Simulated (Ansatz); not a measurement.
# Worked example: correlation energy of HCl, singlet

Geometry: MP2(full)/6-31G*, from the G2/97 set.

```xyz
2

Cl    0.0000    0.0000    0.0000
H     0.0000    0.0000    1.2800
```

Basis cc-pV(D+d)Z; Ansatz 0.2.0. Only valence electrons are correlated (noble-gas cores frozen), which leaves 8 electrons in 23 orbitals. Prefix R: restricted or restricted open-shell reference.

Full CI is exact within this basis and frozen core; it isn't the basis-set limit.

Runs differ by some tens of microhartree through their thresholds, so steps under 0.03 kcal/mol mean nothing.

| level | total energy (hartree) |
| --- | --- |
| RHF | -460.091562 |
| RMP2 | -460.240705 |
| RCCSD | -460.258632 |
| RCCSD(T) | -460.261406 |
| RCCSDT | -460.261694 |
| RCCSDT(Q) | -460.261952 |
| RCCSDTQ | -460.261968 |
| full CI | -460.261980 |

Q: What is the correlation energy at full CI, and what share of it do RMP2 and RCCSD(T) recover?

A: E(corr) = -460.261980 − (-460.091562) = -0.170418 hartree = -4.637 eV. RMP2: -0.149143 / -0.170418 = 87.52 %. RCCSD(T): -0.169844 / -0.170418 = 99.66 %.

Q: By how many kcal/mol does RCCSD(T) miss full CI (1 hartree = 627.509 kcal/mol), and which steps make up the rest?

A: -460.261406 − (-460.261980) = 0.000574 hartree = 0.36 kcal/mol. Steps: RCCSDT − RCCSD(T) = -0.18, RCCSDT(Q) − RCCSDT = -0.16, RCCSDTQ − RCCSDT(Q) = -0.01, full CI − RCCSDTQ = -0.01 kcal/mol. That is within 1 kcal/mol of the reference in this basis, which itself misses far more of the correlation at the basis-set limit.
